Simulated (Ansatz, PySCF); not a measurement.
System: C$_{4}$H$_{5}$ (charge -1, singlet). It need not be the lowest isomer of its formula. Whether it binds its extra electron was not tested at this geometry. 
Coordinates optimised at B3LYP-D3(BJ)/def2-TZVP (Ansatz, a quantum-chemistry and plane-wave program):
```xyz
9

C     -0.0115    -0.7656     0.9370
C     -0.0006     0.5971     0.8410
C     -0.0022    -0.8026    -0.6384
C      0.0098     0.7569    -0.6643
H      0.0007     1.3785     1.6111
H     -0.8886    -1.2619    -1.1017
H      0.8825    -1.2754    -1.0909
H      0.9018     1.2152    -1.1295
H     -0.8694     1.2288    -1.1403
```
Charge -1, spin multiplicity 1.

Total electronic energies in hartree. Valence correlation only, unless marked. No spin-orbit coupling. Non-relativistic. 

| level | program | energy (Eh) |
|---|---|---|
| HF/6-31G | Ansatz | -154.14158 |
| HF/aug-cc-pVDZ | Ansatz | -154.25436 |
| HF/cc-pVTZ | Ansatz | -154.28017 |
| SVWN5/def2-TZVPD | Ansatz | -153.91998 |
| PBE-D3(BJ)/def2-TZVPD | Ansatz + dftd3 | -155.16706 |
| r2SCAN-D3(BJ)/def2-TZVPD | Ansatz + dftd3 | -155.27155 |
| B97M-V/def2-TZVPD | Ansatz | -155.37707 |
| PBE0-D4/def2-TZVP | Ansatz + dftd4 | -155.17782 |
| PBE0/def2-TZVP | Ansatz | -155.17217 |
| PBE0/def2-TZVPD | Ansatz | -155.17677 |
| M06-2X/def2-TZVPD | PySCF | -155.29671 |
| HSE06/def2-TZVPD | Ansatz | -155.16737 |
| CAM-B3LYP-D3(BJ)/def2-TZVPD | Ansatz + dftd3 | -155.28196 |
| CAM-B3LYP-D4/def2-TZVPD | Ansatz + dftd4 | -155.28344 |
| B2GP-PLYP/def2-TZVPD | Ansatz | -155.18624 |
| RPA@PBE/cc-pVTZ | Ansatz | -155.33982 |
| MP2/cc-pVDZ | Ansatz | -154.78124 |
| SCS-MP2/STO-3G | Ansatz | -152.44077 |
| SCS-MP2/6-31G | Ansatz | -154.49525 |
| SCS-MP2/aug-cc-pVDZ | Ansatz | -154.82150 |
| CCSD(T)/6-31G | Ansatz | -154.54680 |
| CCSD(T)/cc-pVTZ | Ansatz | -155.01156 |

Totals of different functionals don't rank their quality; only differences between species are comparable.
